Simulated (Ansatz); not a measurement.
# C3H3: the cost of one run

Program: Ansatz 0.2.0, driven from Python. Level of theory: CAM-B3LYP/6-31G*. These are calculated values, not measurements.

### Step 1. The system

Bond lengths: C1–C2 1.463 Å, C2–C3 1.205 Å, C1–H4 1.109 Å, C1–H5 1.109 Å, C3–H6 1.058 Å. Angles: C1–C2–C3 180.0°, C2–C1–H4 109.5°, C2–C1–H5 109.5°, H4–C1–H5 109.5°, C2–C3–H6 180.0°.

No structure file is read: the coordinates are typed or built in the script.

### Step 2. The script

Input file freq_c3h3.py:

```python
"""Vibrations and zero-point energy of C3H3."""

import itertools

import ansatz as az
from ase import Atoms
from ase.data import atomic_numbers, covalent_radii
from ase.thermochemistry import IdealGasThermo
import numpy as np


def main() -> None:
    atoms = Atoms(["C", "C", "C", "H", "H", "H"], positions=[
        (-1.1126, -0.181, -0.4086),
        (0.3031, -0.114, -0.0455),
        (1.4695, -0.0589, 0.2536),
        (-1.7132, -0.4379, 0.4882),
        (-1.4404, 0.8024, -0.8039),
        (2.4936, -0.0106, 0.5162),
    ])
    molecule = az.Crystal.molecule_from_ase(atoms)

    job = (
        molecule.calculation()
        .basis(gaussian="6-31G*")
        .functional("cam_b3lyp")
        .spin("collinear", total=1)
        .accuracy("medium")
    )
    symbols = [site.symbol for site in molecule.cartesian_sites]
    start = np.array([site.position_ang for site in molecule.cartesian_sites], dtype=float)
    rep = job.relax(force_tolerance=0.003, max_steps=100).run(threads=1).report
    end = np.array(rep["positions_ang"])

    # pairs closer than 1.2 times the sum of covalent radii, before or after
    radius = [covalent_radii[atomic_numbers[s]] for s in symbols]
    span = lambda where, i, j: np.linalg.norm(where[i] - where[j])
    bonded = [(i, j) for i, j in itertools.combinations(range(len(symbols)), 2) if min(span(start, i, j), span(end, i, j)) < 1.2 * (radius[i] + radius[j])]
    print("pair        before    after (A)")
    for i, j in bonded:
        print(f"{symbols[i]}{i}-{symbols[j]}{j}".ljust(10), f"{span(start, i, j):8.4f} {span(end, i, j):8.4f}")
    for first, second in list(itertools.combinations(bonded, 2)):
        shared = set(first) & set(second)
        if shared and symbols[(j := shared.pop())] != "H":
            i, k = sorted((set(first) | set(second)) - {j})
            u, v = end[i] - end[j], end[k] - end[j]
            angle = np.degrees(np.arccos(np.clip(u @ v / np.linalg.norm(u) / np.linalg.norm(v), -1, 1)))
            print(f"final angle {symbols[i]}{i}-{symbols[j]}{j}-{symbols[k]}{k}: {angle:.2f} deg")

    # same settings at the minimum
    minimum = az.Crystal.molecule()
    for symbol, place in zip(symbols, end):
        minimum = minimum.atom(symbol, place.tolist())
    vibrating = (
        minimum.calculation()
        .basis(gaussian="6-31G*")
        .functional("cam_b3lyp")
        .spin("collinear", total=1)
        .accuracy("medium")
        .phonons(temperatures=(298.15, 498.15, 100))
    )
    vib = vibrating.run(threads=1).report["vibrations"]
    sums = vib["harmonic_sums"]
    modes = [m["omega_inv_cm"] for m in sums["modes_at_gamma"] if m["rigid_motion"] == "no"]
    for number, w in enumerate(modes, start=1):
        print(f"mode {number:2d} {w:9.1f} 1/cm {w / 8065.544 * 1000:8.2f} meV")
    print("imaginary modes:", sum(w < 0 for w in modes), " zero-point energy:", round(sums["zero_point_energy_ev"], 4), "eV")
    # rigid rotor and ideal gas, symmetry number taken as one
    gas = IdealGasThermo(vib_energies=[w / 8065.544 for w in modes if w > 0], geometry="linear" if len(modes) == 3 * len(symbols) - 5 else "nonlinear",
                         atoms=Atoms(symbols, positions=end), symmetrynumber=1, spin=0.5)
    print(f"H(298 K) - E = {gas.get_enthalpy(298.15, verbose=False):.4f} eV")
    print(f"S(298 K, 1 bar) = {96485.33 * gas.get_entropy(298.15, 1e5, verbose=False):.1f} J/(mol K) with symmetry number 1")


if __name__ == "__main__":
    main()
```

### Step 3. The input behind the calls

The engine receives this input (first run):

```yaml
crystal:
  periodic: [false, false, false]
  atoms:
    - { symbol: C, position_ang: [-1.1126, -0.181, -0.4086] }
    - { symbol: C, position_ang: [0.3031, -0.114, -0.0455] }
    - { symbol: C, position_ang: [1.4695, -0.0589, 0.2536] }
    - { symbol: H, position_ang: [-1.7132, -0.4379, 0.4882] }
    - { symbol: H, position_ang: [-1.4404, 0.8024, -0.8039] }
    - { symbol: H, position_ang: [2.4936, -0.0106, 0.5162] }
accuracy: medium
basis:
  gaussian:
    orbitals: "6-31G*"
hamiltonian:
  xc: cam_b3lyp
magnetization:
  spin_polarized: true
  initial_magnetization: 1.0
relax:
  f_tol: 0.003
  max_steps: 100
```

### Step 4. Running it

Command:

```sh
$ python freq_c3h3.py
```

What time and memory should one allow on 1 thread of AMD EPYC 9R45 (Zen 5), shared host?

About 26 s, with a peak of 0.26 GiB.
